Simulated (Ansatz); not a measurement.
The cluster SiS2⁻, relaxed as a quartet with UKS PBE-D4/def2-TZVPD in Ansatz, starting from the PBE-D4/def2-TZVPD geometry of the charge -1 doublet. Force threshold 0.02 eV/Å.

The highest occupied level of the charge -1 quartet lies above zero (up to 1.67 eV). The electron is either unbound and held by the finite basis, or the level is raised by self-interaction error. At PBE-D4/def2-TZVPD a doublet of charge -1 lies 2.71 eV below the quartet, each at its own geometry. The structure comes from a short search, and lower isomers may exist.

Start:

Cartesian coordinates in Å:
```
Si 0.1482 0.0873 0.5043
S -1.8078 -0.4267 0.3237
S 1.6596 0.3393 -0.8280
```

(1) Estimate the energy that the relaxation releases and the steps that it takes.

(2) Does the start keep its bonding and symmetry?

(3) Predict the relaxed structure.

## Answers

(1) 0.45 eV, in 5 steps; 6 s on 4 threads of Arm Neoverse V1 on a shared host. No frequencies were taken in this run, so the end may be a saddle point.

(2) By distances, no bond broke or formed. The bond that changes most is Si1–S3, from 2.03 to 2.12 Å (atoms count from 1). Point group C2v at the start, C2v at the end, both within 0.05 Å.

(3) 
| atom | x (Å) | y (Å) | z (Å) |
| --- | --- | --- | --- |
| Si1 | 0.245 | 0.144 | 0.833 |
| S2 | -1.665 | -0.413 | 0.096 |
| S3 | 1.420 | 0.269 | -0.929 |
Bond lengths: 2 × S–Si 2.12 Å.
